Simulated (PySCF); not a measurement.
## Working out the electron affinity of P

P⁻ [Ne] 3s2 3p4 (3P) → P [Ne] 3s2 3p3 (4S). Calculation: PySCF 2.14, in dyall-acv3z; scalar relativity by spin-free X2C-1e. Frozen: [Ne]; the 26 highest virtual orbitals dropped. Energies in hartree (1 hartree = 27.21139 eV):

```json
{"part": "UHF", "P⁻ (lower)": "-341.524633", "P (upper)": "-341.536904"}
{"part": "CCSD correlation", "P⁻ (lower)": "-0.135368", "P (upper)": "-0.103204"}
{"part": "(T)", "P⁻ (lower)": "-0.006769", "P (upper)": "-0.004205"}
```

Q: What does Hartree-Fock give?

A: (-341.536904) − (-341.524633) = -0.012271 hartree = -0.334 eV.

Q: What do CCSD and CCSD(T) give?

A: The CCSD correlation energies differ by 0.032164 hartree = 0.875 eV and the triples by 0.002564 hartree = 0.070 eV, so CCSD gives 0.541 eV and CCSD(T) 0.611 eV.

A first-order spin-orbit estimate adds 0.012 eV to CCSD(T) (valence), giving 0.623 eV against 0.747 eV (measured; photodetachment measurements, as compiled on the Wikipedia data page of electron affinities).

What remains against the reference includes basis incompleteness, the frozen core and higher excitations.
